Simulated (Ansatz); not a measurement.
Predict the output of the script below (the Python package of Ansatz (0.2.0)).

The script, `h2o.py`:
```python
import ansatz as az
from ase import Atoms

BASIS = "STO-3G"
NET_CHARGE = 1

atoms = Atoms(["O", "H", "H"], positions=[
    (0.0088, 0.404, 0.0),
    (-0.7872, -0.185, 0.0),
    (0.7785, -0.219, 0.0),
])
mol = az.Crystal.molecule_from_ase(atoms)

setup = mol.calculation().basis(gaussian=BASIS).charge(NET_CHARGE).spin("collinear", total=1)
exact = setup.correlation("fci").run(threads=1, pin="off").report
print(f"full CI {exact['free_energy_ev'] / 27.211386246:.7f} Ha over {exact['configurations']['states'][0]['n_determinants']} determinants")
print("natural occupations", [round(n, 4) for n in exact["configurations"]["natural_occupations"]])
print(f"hf       misses {1000 * (exact['reference_energy_ev'] - exact['free_energy_ev']) / 27.211386246:9.3f} mHa")
for method in ["mp2", "ccsd", "ccsd_t", "bccd_t"]:
    e = setup.correlation(method).run(threads=1, pin="off").report["free_energy_ev"]
    print(f"{method:8s} misses {1000 * (e - exact['free_energy_ev']) / 27.211386246:9.3f} mHa")
```

```console
$ python h2o.py
full CI -74.7065745 Ha over 150 determinants
natural occupations [1.998, 1.9815, 1.9757, 1.0, 0.0237, 0.021]
hf       misses    43.833 mHa
mp2      misses    12.414 mHa
ccsd     misses     0.177 mHa
ccsd_t   misses     0.032 mHa
bccd_t   misses     0.049 mHa
```

Caveats:
- Total energies depend on the basis set; only differences at equal settings carry meaning.
- Full CI is exact only within this small basis and its frozen core, at an unrelaxed geometry.
- The species is open-shell (spin multiplicity 2).
- The whole script took 1 s on 1 thread of Intel(R) Xeon(R) 6975P-C (Granite Rapids), on a shared host, peak memory 0.15 GiB.

(Lines on the test bed's own set-up are left out of the output.)
